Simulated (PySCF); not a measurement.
SN⁺: from constants to spectrum

RHF-CCSD(T) constants of SN⁺, ¹Σ⁺ (singlet), closed shell (PySCF, no relativity, basis sets S aug-cc-pV(D+d)Z, N aug-cc-pVDZ; masses 31.9721 and 14.0031 u):

| Item | Value |
| --- | --- |
| ωe | 1377.7 cm⁻¹ |
| ωexe | 8.23 cm⁻¹ |
| Be | 0.81077 cm⁻¹ |
| αe | 0.00618 cm⁻¹ |
| D (centrifugal) | 1.12e-06 cm⁻¹ |
| De to S⁺ + N | 5.37 eV |

Q: Estimate the standard entropy (1 bar) and heat capacity of the ideal gas at 1500 K, rigid rotor with B0 and harmonic oscillator at the fundamental.

A: Translation (Sackur–Tetrode, M = 45.98 u): 190.2 J/(mol K). Rotation: q = kT/(σB0) = 1290 with σ = 1, 67.9. Vibration: x = hcν0/kT = 1.31, 6.66. S° = 264.7 J/(mol K); Cp = 7R/2 + 7.23 = 36.3 J/(mol K).

Correlated steps freeze 6 core orbitals. Correlated levels converge slowly with the basis: in double zeta they bind strong bonds too weakly, by up to about 1 eV, and carry superposition errors of some tenths. For an ion De counts to the pair picked by the measured ionisation energies or electron affinities, which need not be the lowest pair at this level. Where the molecule has an RHF reference, its open-shell atoms are computed with UHF. The CCSD T1 diagnostic is raised, a sign that a single reference may not be enough here.
